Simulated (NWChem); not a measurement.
# AlH3SO (SMILES [OH][AlH][SH]): how far must the integration grid go?

The species is AlH3SO (6 atoms), meant as a singlet with charge 0. SMILES: `[OH][AlH][SH]`. The shape is that of a PBE0-D4/def2-TZVP optimisation. This is one conformer, not always the lowest.

| atom | x (Å) | y (Å) | z (Å) |
| --- | --- | --- | --- |
| O | -1.1089 | -0.5311 | -0.8850 |
| Al | 0.2671 | 0.3908 | -0.5510 |
| S | 1.2282 | 0.3857 | 1.4122 |
| H | -1.5644 | -1.1058 | -0.2737 |
| H | 0.8687 | 1.2764 | -1.6981 |
| H | 0.3514 | -0.4800 | 1.9493 |

Program: NWChem 7.3.0. Method: M06-2X/def2-SVP. Swept: integration grid. Watched: the largest force on an atom. Each run: gradient. Hardware: 1 thread of AMD EPYC 7R43 (Zen 3), shared host.

Deviations are taken from the sweep's last point, which isn't the limit.

Question: The candidates, from coarse to fine: lebedev 20 3; lebedev 35 6; lebedev 50 8; lebedev 75 11; lebedev 99 14; lebedev 150 18. Estimate which is the coarsest that holds the largest force on an atom within 0.005 eV/Å of the last.

Answer: lebedev 50 8: it is 0.00293 eV/Å off and takes 6.3 s, against 29 s for lebedev 150 18.

```csv
integration grid,value (eV/Å),from the best (eV/Å),wall time
lebedev 20 3,4.97105,+4.59881,5.1 s
lebedev 35 6,0.31544,-0.05680,5.4 s
lebedev 50 8,0.37517,+0.00293,6.3 s
lebedev 75 11,0.37273,+0.00050,7.8 s
lebedev 99 14,0.37340,+0.00117,12 s
lebedev 150 18,0.37224,0.00000,29 s
```
